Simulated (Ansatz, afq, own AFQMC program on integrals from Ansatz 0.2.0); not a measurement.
**NH2Cl, triplet: AFQMC among the cluster methods**

```yaml
atoms:
  - { symbol: Cl, position_ang: [-1.9903, 0.2511, 0.0000] }
  - { symbol: H, position_ang: [-0.2443, 0.2511, 0.0000] }
  - { symbol: N, position_ang: [0.9827, 0.2511, 0.0000] }
  - { symbol: H, position_ang: [1.2518, -0.7532, 0.0000] }
```

Connectivity, by distances: Cl ··· NH2.

Basis cc-pVTZ. Only valence electrons are correlated. Integrals, coupled cluster, full CI and functionals: Ansatz 0.2.0; the random walks run on the same integrals in our own AFQMC program. ph-AFQMC/CISD is guided by a CISD state made of CCSD amplitudes; releasing the constraint for a short imaginary time cuts its bias at the price of noise, slowly where states lie close. ± is one standard error of the sampling.

Determinant: UHF, the one that the program's search chose, which needn't be the lowest solution. The geometry is a point of a scan.

No full CI on the walks' own integrals is used here. The released AFQMC energy serves as the reference, which it does only where one determinant dominates, the energy is flat over the last release times and near the phaseless one (40 meV or 2 meV an electron, half that with transition metals). On small molecules, where full CI could be run and the noise was under 10 meV, such values lay within 10 meV of it in 19 cases of 20, a flattering rate, since the rule was set on those same cases; what remains of the bias isn't in the error bar.

Cautions: lower spins were not checked; unrestricted determinant slightly spin contaminated (⟨S²⟩ 2.09 against 2.00); the released value is read at 1.62 1/Eh, later times being too noisy (meV from the phaseless value at times in 1/Eh: -13 ± 7 at 0.24, -31 ± 7 at 0.51, -43 ± 7 at 0.99, -30 ± 8 at 1.62, -55 ± 12 at 2.40).

* T1 diagnostic: 0.0219
* weight of the determinant in the CISD state: 0.855
* ⟨S²⟩ of the determinant: 2.092
* size of the correlated space: 14 electrons in 86 orbitals

Reference: AFQMC with the constraint released, correlation energy -11.289 ± 0.008 eV.

| level | E − E(reference) (meV) | share of correlation (%) |
| --- | --- | --- |
| HF | 11288.6 ± 8.2 | 0.00 |
| MP2 | 1576.7 ± 8.2 | 86.03 |
| CCSD | 447.3 ± 8.2 | 96.04 |
| CCSD(T) | 40.5 ± 8.2 | 99.64 |
| ph-AFQMC/CISD | 30.2 ± 9.7 | 99.73 |

A walk keeps the symmetry of its determinant, which the program's search chose and which needn't be the lowest solution, so a lower state of the same spin and another symmetry isn't excluded. Released energies are given only where the last usable release times agree within the noise; a slower fall can still hide under it.
